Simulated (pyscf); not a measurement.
PySCF, gas phase, ωB97X-D3(BJ)/def2-SVP geometries.

**Question.** What is the homolytic dissociation enthalpy (298 K, ωB97M-D3(BJ)/def2-TZVP) of the Cl–Mo bond of O=Mo(OH)(OH)(Cl)–Cl (SMILES [O]=[Mo]([OH])([OH])([Cl])[Cl]), to [O=Mo(OH)(OH)–Cl]• + Cl•?

**Answer.** Cl–Mo to [O=Mo(OH)(OH)–Cl]• + Cl•: 56.9 kcal/mol. The 7 functionals that were run give +55.3 (M06-2X) to +71.4 kcal/mol (PBE). The radicals are drawn with the spin at the cut bond; how far it spreads was not checked. Other isomers of [O=Mo(OH)(OH)–Cl]• were not searched in full and may lie lower. Left out: the spin-orbit lowering of Cl. Open-shell species with a d-block atom are single-reference here; other states, and whether the spin sits on metal or ligand, were not checked. Elements past Kr carry the def2 core potentials, without spin-orbit coupling.
